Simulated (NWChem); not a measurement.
# MgCl2 (SMILES [Cl][Mg][Cl]) at B3LYP/cc-pVDZ

Aim: the vertical ionisation energy of MgCl2 at B3LYP/cc-pVDZ, from 2 runs. 

The calculation is run with NWChem 7.3.0.

9 further runs of the same task are left out: 9 set aside as unsound or not needed.

## 1. The system as given

The species is MgCl2 (3 atoms), meant as a singlet with charge 0. As SMILES, `[Cl][Mg][Cl]`. Geometry: relaxed at PBE0-D4/def2-TZVP.

Bond lengths: Cl1–Mg2 2.169 Å, Mg2–Cl3 2.169 Å. Angles: Cl1–Mg2–Cl3 179.9°.

## 2. The energy at B3LYP/cc-pVDZ

job.nw

```
start job
memory 2200 mb
charge 0
geometry noautosym nocenter noautoz
   Cl       0.464200       2.042800       0.469200
   Mg      -0.005100      -0.021200      -0.004700
   Cl      -0.470100      -2.086400      -0.477600
end
basis spherical bse
   * library cc-pVDZ
end
dft
   xc b3lyp
   grid fine
   convergence energy 0.01
   maxiter 100
   mulliken
   noprint "final vectors analysis"
end
task dft energy
```

On the command line:

```console
$ nwchem job.nw > job.out
```

Standard output, cut to the lines that bear on the results:

```text
[...]
          Wavefunction type:  closed shell.
          No. of atoms     :     3
          No. of electrons :    46
[...]
          Charge           :     0
          Spin multiplicity:     1
[...]
          AO basis - number of functions:    54
[...]
              XC Information
              --------------
                         B3LYP Method XC Potential
                     Hartree-Fock (Exact) Exchange  0.200
                        Slater Exchange Functional  0.800 local
                    Becke 1988 Exchange Functional  0.720 non-local
              Lee-Yang-Parr Correlation Functional  0.810
                  VWN I RPA Correlation Functional  0.190 local
[...]
 d= 0,ls=0.0,diis     1  -1120.6445064269 -1.26D+03  1.77D-02  3.19D-01     2.9
[...]
 d= 0,ls=0.0,diis     6  -1120.6867387140 -2.94D-07  5.11D-06  3.68D-08    11.2
         Total DFT energy =    -1120.686738713995
      One electron energy =    -1820.157115356406
           Coulomb energy =      637.857112029379
    Exchange-Corr. energy =      -73.176717411057
 Nuclear repulsion energy =      134.789982024089
[...]
      Total Density - Mulliken Population Analysis
     ---------------------------------------------
    Atom       Charge   Shell Charges
 -----------   ------   -------------------------------------------------------
    1 Cl  17    17.29   2.00  2.03  0.96  0.93  6.00  3.08  2.29  0.01
    2 Mg  12    11.41   2.00  2.02  0.52 -0.01  6.01  0.52  0.10  0.25
    3 Cl  17    17.29   2.00  2.03  0.96  0.93  6.00  3.08  2.29  0.01
[...]
```

Wall time 12 s (1 thread of AMD EPYC 9R14 (Zen 4), shared host); peak memory 0.11 GiB.

## 3. The doublet cation, same level

cl2mg.nw

```
echo
start cl2mg
title "Cl2Mg"
memory total 2200 mb
charge 1
geometry units angstroms noautosym nocenter noautoz
  Cl       0.464200       2.042800       0.469200
  Mg      -0.005100      -0.021200      -0.004700
  Cl      -0.470100      -2.086400      -0.477600
end
basis "ao basis" spherical bse
  * library cc-pVDZ
end
dft
  xc b3lyp
  mult 2
  grid fine
  convergence energy 0.01
  maxiter 100
  mulliken
  noprint "final vectors analysis"
end
task dft energy
```

On the command line:

```console
$ nwchem cl2mg.nw > cl2mg.out
```

Standard output, cut to the lines that bear on the results:

```text
[...]
          Wavefunction type:  spin polarized.
          No. of atoms     :     3
          No. of electrons :    45
[...]
          Charge           :     1
          Spin multiplicity:     2
[...]
          AO basis - number of functions:    54
[...]
              XC Information
              --------------
                         B3LYP Method XC Potential
                     Hartree-Fock (Exact) Exchange  0.200
                        Slater Exchange Functional  0.800 local
                    Becke 1988 Exchange Functional  0.720 non-local
              Lee-Yang-Parr Correlation Functional  0.810
                  VWN I RPA Correlation Functional  0.190 local
[...]
 d= 0,ls=0.0,diis     1  -1120.1952452007 -1.25D+03  1.01D-02  2.51D-01     3.1
[...]
 d= 0,ls=0.0,diis     7  -1120.2815859759 -1.33D-05  4.87D-06  2.21D-08    13.9
[...]
         Total DFT energy =    -1120.281585975867
      One electron energy =    -1808.414464283275
           Coulomb energy =      626.183039934249
    Exchange-Corr. energy =      -72.840143650930
 Nuclear repulsion energy =      134.789982024089
[...]
      Total Density - Mulliken Population Analysis
     ---------------------------------------------
    Atom       Charge   Shell Charges
 -----------   ------   -------------------------------------------------------
    1 Cl  17    16.88   2.00  2.03  1.00  0.90  6.00  3.03  1.90  0.01
    2 Mg  12    11.24   2.00  2.02  0.50 -0.03  6.01  0.50  0.02  0.23
    3 Cl  17    16.88   2.00  2.03  1.00  0.90  6.00  3.03  1.90  0.01
[...]
      <S2> =      0.7545 (Exact =     0.7500)
[...]
```

It took 15 s on 1 thread of AMD EPYC 9R14 (Zen 4), shared host; peak memory 0.11 GiB.

## 4. Outcome

Level: B3LYP/cc-pVDZ.

```
                                          quantity           value
                       singlet MgCl2: total energy  -1120.68674 Eh
                      singlet MgCl2: dipole moment          0.01 D
                      doublet cation: total energy  -1120.28159 Eh
                              doublet cation: ⟨S²⟩           0.754
vertical ionisation energy (to the doublet cation)       11.025 eV
```

**Reading.** The vertical ionisation energy comes to 11.02 eV (254 kcal/mol). Mulliken charges (singlet MgCl2) run from -0.29 on Cl1 to +0.59 on Mg2.
